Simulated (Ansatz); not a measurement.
# BF2+ (SMILES F[B+]F): functionals against CCSD(T) at one geometry

The task here is to estimate one member of a computed series from the others.

The runs use Ansatz 0.2.0, Gaussian basis; single points in def2-TZVPP.

Correlated methods freeze the cores.

## Starting geometry

SMILES `F[B+]F`, 3 atoms, charge 1, spin multiplicity 1.

Atoms are counted from 1 here; the program's logs count them from 0.

Bond lengths: F1–B2 1.280 Å, B2–F3 1.162 Å. Angles: F1–B2–F3 174.2°.

Geometry (Å):

```xyz
3
charge 1, multiplicity 1
F     0.25510    1.16430    0.34740
B     0.05220   -0.06190    0.04060
F    -0.18910   -1.13590   -0.33300
```

Set-up of the first run:

Contents of run/in.yaml:

```yaml
crystal:
  periodic: [false, false, false]
  atoms:
    - {symbol: F, position_ang: [0.255100, 1.164300, 0.347400]}
    - {symbol: B, position_ang: [0.052200, -0.061900, 0.040600]}
    - {symbol: F, position_ang: [-0.189100, -1.135900, -0.333000]}
basis:
  gaussian: {orbitals: def2-TZVPP}
total_charge: 1
correlation: {method: ccsd_t}
output: {forces: true}
```

The command line of these runs was not kept.

Among the steps run: CCSD(T)/def2-TZVPP; PBE0-D4/def2-TZVPP; wB97M-V/def2-TZVPP; r2SCAN-D4/def2-TZVPP; PBE-D4/def2-TZVPP; B97M-V/def2-TZVPP; HSE06-D4/def2-TZVPP.

One table of the session follows, with a row left open; its other results are not shown here.

```
   method  RMS force component (eV/Å)  angle to CCSD(T) forces (°)
  CCSD(T)                       3.605                    reference
  PBE0-D4                       3.516                          3.0
  wB97M-V                       3.542                          0.7
r2SCAN-D4                       3.561                          1.2
   PBE-D4                       3.644                          3.4
   B97M-V                           ?                            ?
 HSE06-D4                       3.519                          2.9
```

Estimate the missing values for B97M-V.

The run gave: RMS force component (eV/Å): 3.491; angle to CCSD(T) forces (°): 3.9. In the column «RMS force component (eV/Å)» it is the lowest.
